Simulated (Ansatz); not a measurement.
System: ClF, charge 0, multiplicity 1. 
Coordinates optimised at B3LYP-D3(BJ)/def2-TZVP (Ansatz, a program for electronic structure):
```xyz
2

F      0.0000     0.0000    -1.0729
Cl     0.0000     0.0000     0.5680
```
Charge 0, spin multiplicity 1.

Atomisation energy built up term by term with Ansatz (kcal/mol; UHF references for open shells; valence terms freeze the core; atomic spin-orbit terms are left out). CBS(X,Y): correlation extrapolated as X^-3; Hartree-Fock from the larger set (for Q and 5 zeta extrapolated as (X+1)exp(-9√X)).

```
term                                            basis  kcal/mol
-----------------------  ----------------------------  --------
Hartree-Fock             CBS(cc-pV(Q+d)Z,cc-pV(5+d)Z)      8.14
CCSD correlation         CBS(cc-pV(Q+d)Z,cc-pV(5+d)Z)     48.94
(T)                      CBS(cc-pV(Q+d)Z,cc-pV(5+d)Z)      5.52
CCSDT - CCSD(T)                           cc-pV(D+d)Z      0.06
(Q)                                       cc-pV(D+d)Z      0.45
core correlation                            cc-pwCVTZ      0.19
scalar relativity (X2C)    cc-pVTZ-DK against cc-pVTZ     -0.16
sum: De                                                    63.1
```

(T) makes 8.8 % of the CCSD(T) atomisation energy.
